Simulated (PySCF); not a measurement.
Molecule: Acetyl fluoride (CC(=O)F, C2H3FO).

Numbering as in the mapped SMILES `[CH3:1][C:2](=[O:3])[F:4]`. Hydrogens are named by the atom that carries them.

Geometry PBE0-D3(BJ)/def2-SVP throughout; GIAO in PySCF 2.14.0 with density-fitted response routines, gas phase, one conformer, non-relativistic; equivalent atoms averaged; basis pcSseg-2.

(1) How do the absolute shieldings σ depend on the functional? (ppm; last column core-seconds on 1 thread of an Arm Neoverse V1, shared host; the GGAs took longer than the global hybrids here, which isn't the general rule, and the cause wasn't traced)

(2) Which nucleus moves most, in ppm?

Results:

(1) 
```
functional           kind    C2     C1      O3     F4  H(C1)  core-s
        HF   Hartree–Fock  21.7  172.0  -116.0  189.4  29.59       4
       LDA            LDA   5.7  161.7  -131.4   93.0  28.71      11
       PBE            GGA   9.3  160.4  -120.5  100.9  29.13      13
      BLYP            GGA   4.3  156.0  -123.4  103.9  29.29      13
      BP86            GGA   9.4  159.8  -119.3  103.0  29.18      13
      OPBE            GGA  19.8  165.2  -102.6  110.5  29.17      14
       KT2            GGA  19.9  164.1   -97.8  111.8  29.15      14
       KT3            GGA  20.3  162.8   -93.2  117.7  29.30      14
     B97-D            GGA  13.0  159.8  -104.6  115.2  29.33      14
     B3LYP  global hybrid   7.1  159.7  -127.7  123.3  29.31     8.3
      PBE0  global hybrid  12.5  164.6  -125.2  125.5  29.20     8.1
  mPW1PW91  global hybrid  11.7  163.8  -126.7  126.3  29.24     8.3
```

(2) F4 (fluorine bonded to C): from 93.0 ppm with LDA to 189.4 ppm with HF. The smallest spread is 0.87 ppm, at H(C1). Proton shifts span only some 12 ppm, so a few tenths of a ppm matter as much there as several ppm in carbon.
